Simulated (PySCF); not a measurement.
Delta-SCF ions had no search for a lower state. Excitations are Tamm–Dancoff values on a coarser integration grid. The basis has no diffuse functions, so Rydberg states are missing or too high.

Cartesian coordinates (Å):
```xyz
11

C     -0.1767     1.1804     0.0755
C      1.1157     0.6522     0.0579
C      1.2659    -0.7357    -0.0317
N      0.2371    -1.5842    -0.1014
C     -0.9955    -1.0708    -0.0839
C     -1.2583     0.3004     0.0031
H     -0.3381     2.2592     0.1446
H      1.9931     1.3006     0.1124
H      2.2679    -1.1810    -0.0477
H     -1.8236    -1.7874    -0.1422
H     -2.2875     0.6663     0.0135
```
Charge 0, spin multiplicity 1.

**Question.** What dipole moment, S1–T1 gap (TDA) and vertical ionisation energy (Delta-SCF) does PBE-D3(BJ)/def2-TZVP // B3LYP-D3(BJ)/def2-SVP in PySCF give?

**Answer.** 
```
Property                                   Result
--------------------------------------  ---------
dipole moment                           0.449 e·Å
S1–T1 gap (TDA)                           0.64 eV
vertical ionisation energy (Delta-SCF)    9.26 eV
```
